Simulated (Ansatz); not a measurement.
# Al2H4O: a ladder of functionals and wavefunction methods

How much do the methods differ for Al2H4O? The plan is to run it at one geometry with functionals of several rungs and with coupled cluster, and see how far each lands from CCSD(T) at the basis-set limit for the atomisation energy.

Computed with Ansatz 0.2.0, Gaussian basis. Level: functionals in def2-TZVPP, the program's frozen cores in correlated methods.

Levels to be run: LDA (SPW92), PBE-D4, revPBE-D4, BLYP-D4, r2SCAN-D4, B97M-V, PBE0-D4, B3LYP-D4, r2SCANh-D4, r2SCAN0-D4, HSE06-D4, BHLYP-D4, CAM-B3LYP-D4, LC-ωPBE, ωB97X-V, ωB97M-V, B2PLYP, PBE-QIDH; CCSD(T)/def2-SVP; CCSD(T)/def2-TZVPP; MP2/def2-QZVPP; extrapolation to the limit; RPA on PBE.

### Step 1. The geometry

An earlier PBE0-D4 in a triple-zeta def2 set relaxation fixed the geometry.

SMILES `[AlH2][O][AlH2]`, 7 atoms, charge 0, spin multiplicity 1.

Atoms are counted from 1 here; the program's logs count them from 0.

Bond lengths: Al1–O2 1.682 Å, Al1–H4 1.582 Å, Al1–H5 1.582 Å, O2–Al3 1.682 Å, Al3–H6 1.582 Å, Al3–H7 1.582 Å. Angles: O2–Al1–H4 118.4°, O2–Al1–H5 118.4°, H4–Al1–H5 123.2°, Al1–O2–Al3 179.7°, O2–Al3–H6 118.4°, O2–Al3–H7 118.4°, H6–Al3–H7 123.2°.

### Step 2. LDA

This LDA is Slater exchange with PW92 correlation.

in.yaml reads:

```yaml
crystal:
  periodic: [false, false, false]
  atoms:
    - {symbol: Al, position_ang: [-1.433725, 0.281979, -0.819936]}
    - {symbol: O, position_ang: [0.009263, -0.005481, -0.005915]}
    - {symbol: Al, position_ang: [1.451362, -0.300315, 0.807043]}
    - {symbol: H, position_ang: [-1.371799, 0.981867, -2.237497]}
    - {symbol: H, position_ang: [-2.787314, -0.160937, -0.130883]}
    - {symbol: H, position_ang: [1.995163, 0.804389, 1.800544]}
    - {symbol: H, position_ang: [2.198351, -1.669400, 0.540945]}
basis:
  gaussian: {orbitals: def2-TZVPP}
hamiltonian: {xc: lda}
output: {orbitals: {seedname: orbitals}}
```

Launch:

```sh
$ ansatz run in.yaml --threads 2 --pin off --events-out ev --progress --plain --max-ram 4352MiB
```

Further steps of the session: PBE-D4 (GGA); revPBE-D4 (GGA); BLYP-D4 (GGA); r2SCAN-D4 (meta-GGA); B97M-V (meta-GGA); B3LYP-D4 (hybrid); r2SCANh-D4 (hybrid); r2SCAN0-D4 (hybrid); HSE06-D4 (hybrid); BHLYP-D4 (hybrid); CAM-B3LYP-D4 (range-separated); LC-ωPBE (range-separated); ωB97X-V (range-separated); ωB97M-V (range-separated); B2PLYP (double hybrid); PBE-QIDH (double hybrid); CCSD(T) in def2-SVP; CCSD(T) in def2-TZVPP; MP2 in def2-QZVPP; RPA on PBE orbitals.

**Question.** What will the summary of the whole plan be? Wanted: atomisation energy, CCSD(T)/CBS; farthest beyond LDA; mean size of error, GGA; mean size of error, meta-GGA; mean size of error, hybrid; mean size of error, range-separated; mean size of error, double hybrid; gap, smallest and largest; T1 diagnostic.

As calculated:

```
                               quantity                                      value
        atomisation energy, CCSD(T)/CBS                              2127.2 kJ/mol
 functionals within 10.6 kJ/mol (0.5 %)                      CAM-B3LYP-D4, ωB97X-V
                    farthest beyond LDA                   revPBE-D4 (-96.2 kJ/mol)
                mean size of error, GGA                                64.5 kJ/mol
           mean size of error, meta-GGA                                24.8 kJ/mol
             mean size of error, hybrid                                52.5 kJ/mol
    mean size of error, range-separated                                13.7 kJ/mol
      mean size of error, double hybrid                                47.3 kJ/mol
              gap, smallest and largest  4.95 eV (LDA (SPW92)), 12.00 eV (LC-ωPBE)
                          T1 diagnostic                                     0.0131
triples share of the correlation energy                                      2.9 %
```

In words: The LDA atomisation energy is off by 181.2 kJ/mol (9 %): it overbinds. PBE-D4 misses by -58.4 kJ/mol. Double hybrids carry the basis error of their MP2 part in triple zeta, and no dispersion term here, so their miss is partly the set-up's. Taken by rung, range-separated functionals do best (13.7 kJ/mol on average) and GGA ones worst beyond LDA (64.5 kJ/mol). Misses under about 10.6 kJ/mol are within the doubt on the reference itself, which lacks core-valence correlation, relativity and higher excitations. Hartree-Fock recovers 75 % of the binding; the rest is correlation. CCSD(T) in def2-SVP is off by -135.1 kJ/mol, which most functionals beat. Orbital gaps span 4.9 to 12.0 eV; exact exchange widens them.
